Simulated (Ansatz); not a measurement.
# C₃H₃ClF₂: basis-set convergence

Aim: see how fast density functionals converge with the basis set for C₃H₃ClF₂.

The runs use Ansatz 0.2.0, Gaussian basis; one geometry, several basis sets.

The runs, in order: PBE0-D4/def2-SVP; ωB97M-V/def2-SVP; PBE0-D4/def2-QZVPP; ωB97M-V/def2-QZVPP; the functionals' def2-TZVPP values are taken from earlier runs.

**1. Structure used throughout**

An earlier PBE0-D4 in a triple-zeta def2 set relaxation fixed the geometry.

SMILES `C=CC(F)(F)Cl`, 9 atoms, charge 0, spin multiplicity 1.

Atoms are counted from 1 here; the program's logs count them from 0.

Bond lengths: C1–C2 1.321 Å, C1–H7 1.083 Å, C1–H8 1.083 Å, C2–C3 1.489 Å, C2–H9 1.084 Å, C3–F4 1.337 Å, C3–F5 1.344 Å, C3–Cl6 1.785 Å. Angles: C2–C1–H7 120.7°, C2–C1–H8 121.6°, H7–C1–H8 117.7°, C1–C2–C3 123.1°, C1–C2–H9 122.7°, C3–C2–H9 114.1°, C2–C3–F4 112.7°, C2–C3–F5 110.7°, C2–C3–Cl6 110.4°, F4–C3–F5 107.2°, F4–C3–Cl6 108.1°, F5–C3–Cl6 107.5°.

**2. PBE0-D4 in def2-SVP**

File in.yaml:

```yaml
crystal:
  periodic: [false, false, false]
  atoms:
    - {symbol: C, position_ang: [-0.292631, -1.367983, -0.310060]}
    - {symbol: C, position_ang: [-0.020150, -0.104355, -0.582965]}
    - {symbol: C, position_ang: [0.303745, 0.902783, 0.465260]}
    - {symbol: F, position_ang: [0.388172, 0.366423, 1.687150]}
    - {symbol: F, position_ang: [1.483213, 1.493399, 0.207223]}
    - {symbol: Cl, position_ang: [-0.939643, 2.182313, 0.505899]}
    - {symbol: H, position_ang: [-0.518997, -2.068649, -1.103928]}
    - {symbol: H, position_ang: [-0.300582, -1.739536, 0.707248]}
    - {symbol: H, position_ang: [-0.014626, 0.289305, -1.592829]}
basis:
  gaussian: {orbitals: def2-SVP}
hamiltonian: {xc: pbe0, dispersion: d4}
output: {orbitals: {seedname: orbitals}}
```

After this run come: ωB97M-V in def2-SVP; PBE0-D4 in def2-QZVPP; ωB97M-V in def2-QZVPP.

**Question.** What will the summary of the whole plan be? Wanted: PBE0-D4: double and triple zeta above quadruple; ωB97M-V: double and triple zeta above quadruple.

**Answer**, as computed:

| quantity | value |
| --- | --- |
| PBE0-D4: double and triple zeta above quadruple | 15.25, 0.80 eV |
| ωB97M-V: double and triple zeta above quadruple | 15.44, 0.76 eV |

In words: PBE0-D4 gains 14.44 eV from double to triple zeta, then 0.80 eV more. Total energies overstate the basis error of differences, where much of it tends to cancel.
